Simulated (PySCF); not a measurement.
Identify the compound

Molecular formula: C3O2. Simulated spectra:

13C{1H} NMR (computed): δ 124.7 (2C), -19.0.

Computational details: GIAO B97-2/pcSseg-2 shieldings, geometry: PBE0-D3(BJ)/def2-TZVP, in PySCF 2.14 (a single conformation, isolated molecule, non-relativistic Hamiltonian, fast rotation and ring inversion assumed for equivalent nuclei).

δ = σ(ref) − σ, references computed at the same level: TMS for 13C (σref 185.38).

Q: Deduce the structure.

A: 
- The formula gives 4 degrees of unsaturation (no ring in the answer).
- 2 carbon signals for 3 carbons: some carbons are equivalent by symmetry or fast rotation.
- Carbon types of the structure: 3 × C.
- δC 124.7: central carbon of a ketene.
- δC -19.0: central carbon of an allene.

Structure: SMILES O=C=C=C=O.

The data come from this structure; uniqueness wasn't tested.

Shifts are as computed. Against solution values, carbons near 30 ppm lie about +3 ppm off and those near 130 ppm about +7 ppm. Of 1211 compounds with measured shifts, 218 miss one by over three times the rms of a fit or turn the order of signals round; such compounds aren't used in these exercises.
